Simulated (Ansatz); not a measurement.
Two isomers of C3H6O2: A = `O=CCCO`, B = `COCC=O`.

Calculated with Ansatz (gas phase, PBE0-D4/def2-TZVP geometries, no zero-point term in ΔE). CCSD(T)/CBS is the MP2 limit (def2-TZVPP, def2-QZVPP) plus CCSD(T) − MP2 in def2-TZVPP, frozen cores. DFT in def2-TZVPP. Each species was taken in one conformer, which may not be the lowest.

A:

Z-matrix (Å, degrees):
```
C
C 1 1.504
C 1 1.510 2 112.1
H 1 1.092 2 109.2 3 124.2
H 1 1.098 2 106.9 3 -119.4
O 2 1.198 1 124.7 3 -145.0
H 2 1.114 1 114.6 3 36.5
O 3 1.412 1 107.3 2 63.5
H 3 1.097 1 109.9 2 -175.1
H 3 1.100 1 109.5 2 -57.1
H 8 0.960 3 109.1 1 -177.4
```

B:

Z-matrix (Å, degrees):
```
C
O 1 1.402
H 1 1.098 2 111.4
H 1 1.090 2 107.5 3 -119.4
H 1 1.098 2 111.4 3 121.3
C 2 1.395 1 112.7 3 -60.6
C 6 1.506 2 108.8 1 180.0
H 6 1.102 2 112.0 1 -60.2
H 6 1.102 2 112.0 1 60.1
O 7 1.198 6 123.3 2 179.9
H 7 1.111 6 114.4 2 -0.1
```

Question: Which is lower in electronic energy at CCSD(T)/CBS, and by how much? (Best estimate.)

Answer: Ansatz gave: A, by 11.6 kcal/mol.

Question: Give E(B) − E(A) in kcal/mol with r2SCAN-D4, HF/def2-TZVPP, CCSD/def2-TZVPP, CCSD(T)/def2-TZVPP, PBE0-D4, B2PLYP, PBE-D4. (An estimate is asked.)

Answer: Computed: r2SCAN-D4 10.6, HF/def2-TZVPP 8.7, CCSD/def2-TZVPP 11.0, CCSD(T)/def2-TZVPP 11.1, PBE0-D4 11.0, B2PLYP 10.3, PBE-D4 10.6. None reverses the order clearly.

Largest T1 diagnostic: 0.013.

In def2-TZVPP, CCSD(T) changes the Hartree–Fock value by +2.4 kcal/mol (the triples alone add +0.1 kcal/mol) and MP2 by +3.5 kcal/mol.
